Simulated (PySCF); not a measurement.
# One shape, several levels: C3H7F (2-fluoropropane)

We compute a comparison of 6 runs (BLYP/cc-pVDZ, PBE/cc-pVDZ, SVWN5/cc-pVDZ, TPSS/cc-pVDZ, r2SCAN/cc-pVDZ, wB97M-V/cc-pVDZ) of C3H7F (2-fluoropropane). 

The calculation is run with PySCF 2.14.0.

## Step 1: The structure to begin with

C3H7F has 11 atoms, charge 0, and is taken as a singlet. As SMILES, `CC(C)F`. The coordinates come from a PBE0-D4/def2-TZVP relaxation.

Bond lengths: C1–C2 1.508 Å, C2–C3 1.508 Å, C2–F4 1.396 Å, C1–H5 1.091 Å, C1–H6 1.092 Å, C1–H7 1.092 Å, C2–H8 1.096 Å, C3–H9 1.092 Å, C3–H10 1.091 Å, C3–H11 1.092 Å. Some angles: C1–C2–C3 113.9°, C1–C2–F4 108.3°, C3–C2–F4 108.3°, C1–C2–H8 110.1°, C3–C2–H8 110.1°, F4–C2–H8 105.9°, C2–C1–H5 110.6°, C2–C1–H6 110.3°, C2–C1–H7 110.4°, C2–C3–H9 110.4°.

## Step 2: A single-point energy at BLYP/cc-pVDZ (run 1)

Contents of calc.py:

```python
# CC(C)F
from pyscf import gto, dft

system = gto.Mole()
system.atom = '''
C       -0.234500       1.045100      -0.703000
C       -0.479600      -0.306600      -0.081300
C        0.626400      -0.766200       0.834700
F       -0.614100      -1.242400      -1.108400
H       -1.041900       1.303400      -1.390000
H       -0.180600       1.814100       0.071000
H        0.707700       1.043900      -1.256000
H       -1.436600      -0.307200       0.453700
H        1.578500      -0.788700       0.299400
H        0.417300      -1.766700       1.216600
H        0.722800      -0.085600       1.683800
'''
system.spin = 0
system.max_memory = 1860
system.basis = 'cc-pvdz'
system.verbose = 3
system.build()

mf = dft.RKS(system)
mf.xc = 'blyp'
mf.grids.level = 5
mf.conv_tol = 1e-10
mf.kernel()
if not mf.converged:
    mf = mf.newton().run(mf.mo_coeff, mf.mo_occ)

e_tot = mf.e_tot
print('E(%s) = %.9f' % ('BLYP', e_tot))
```

On the command line:

```
$ OMP_NUM_THREADS=1 python calc.py
```

Standard output:

```text
converged SCF energy = -218.287421831836
E(BLYP) = -218.287421832
```

It took 23 s on 1 thread of Intel Xeon at 2.70GHz, shared host; peak memory 0.46 GiB.

## Step 3: A single-point energy at PBE/cc-pVDZ (run 2)

Contents of run.py:

```python
from pyscf import gto, dft

system = gto.Mole()
system.atom = '''
C     -0.443141     1.974953    -1.328477
C     -0.906313    -0.579390    -0.153635
C      1.183724    -1.447908     1.577354
F     -1.160481    -2.347796    -2.094572
H     -1.968906     2.463069    -2.626719
H     -0.341285     3.428152     0.134171
H      1.337359     1.972685    -2.373496
H     -2.714781    -0.580524     0.857369
H      2.982933    -1.490427     0.565784
H      0.788583    -3.338579     2.299041
H      1.365894    -0.161761     3.181921
'''
system.basis = 'cc-pvdz'
system.max_memory = 1860
system.verbose = 3
system.unit = 'bohr'
system.build()

ks = dft.RKS(system)
ks.xc = 'pbe'
ks.grids.level = 5
ks.conv_tol = 1e-10
ks.kernel()
if not ks.converged:
    ks = ks.newton().run(ks.mo_coeff, ks.mo_occ)

e_final = ks.e_tot
print(f'total energy: {e_final:.8f} hartree')
```

On the command line:

```
$ OMP_NUM_THREADS=1 python run.py
```

Standard output:

```text
converged SCF energy = -218.113011983061
total energy: -218.11301198 hartree
```

Wall time 29 s (1 thread of Intel Xeon at 2.70GHz, shared host); peak memory 0.46 GiB.

Runs 3 to 5 aren't shown in full; the table further down has their settings and results.

## Step 4: A single-point energy at wB97M-V/cc-pVDZ (run 6)

Contents of job.py:

```python
# CC(C)F
from pyscf import gto, dft

mol = gto.M(
    atom='''
C     -0.443141     1.974953    -1.328477
C     -0.906313    -0.579390    -0.153635
C      1.183724    -1.447908     1.577354
F     -1.160481    -2.347796    -2.094572
H     -1.968906     2.463069    -2.626719
H     -0.341285     3.428152     0.134171
H      1.337359     1.972685    -2.373496
H     -2.714781    -0.580524     0.857369
H      2.982933    -1.490427     0.565784
H      0.788583    -3.338579     2.299041
H      1.365894    -0.161761     3.181921
''',
    max_memory=1860,
    spin=0,
    basis='cc-pvdz',
    charge=0,
    unit='bohr',
    verbose=3,
)

mf = dft.RKS(mol, xc='wb97m-v')
mf.nlcgrids.level = 1
mf.grids.level = 5
mf.conv_tol = 1e-10
mf.kernel()
if not mf.converged:
    mf = mf.newton().run(mf.mo_coeff, mf.mo_occ)

e_final = mf.e_tot
print('Final energy', e_final)
```

On the command line:

```
$ OMP_NUM_THREADS=1 python job.py
```

Standard output:

```text
converged SCF energy = -218.279709629328
Final energy -218.2797096293277
```

Wall time 2.9 min (1 thread of Intel Xeon at 2.70GHz, shared host); peak memory 0.51 GiB.

## Step 5: All runs side by side

```tsv
run	level	nlc grid	energy (Eh)	dipole moment (D)	HOMO energy (eV)	LUMO energy (eV)	wall time
1	BLYP/cc-pVDZ	–	-218.287422	1.57	-7.09	1.08	23 s
2	PBE/cc-pVDZ	–	-218.113012	1.59	-7.17	1.10	29 s
3	SVWN5/cc-pVDZ	–	-216.606281	1.64	-7.25	0.92	14 s
4	TPSS/cc-pVDZ	–	-218.414458	1.64	-7.34	1.40	41 s
5	r2SCAN/cc-pVDZ	–	-218.266865	1.73	-7.61	1.77	40 s
6	wB97M-V/cc-pVDZ	1	-218.279710	1.74	-11.33	3.64	2.9 min
```

## Step 6: What came out

| quantity | value |
| --- | --- |
| run 6: total energy | -218.27971 Eh |
| run 6: dipole moment | 1.74 D |
| run 6: HOMO energy | -11.33 eV |
| run 6: LUMO energy | 3.64 eV |
| run 6: HOMO–LUMO gap | 14.96 eV |

What this shows: The dipole moment (its size) runs from 1.57 D (BLYP/cc-pVDZ) to 1.74 D (wB97M-V/cc-pVDZ). The HOMO–LUMO gap runs from 8.16 eV (BLYP/cc-pVDZ) to 14.96 eV (wB97M-V/cc-pVDZ). Totals of different functionals can't be ranked against each other. All runs together took 5.3 min, the longest 2.9 min.
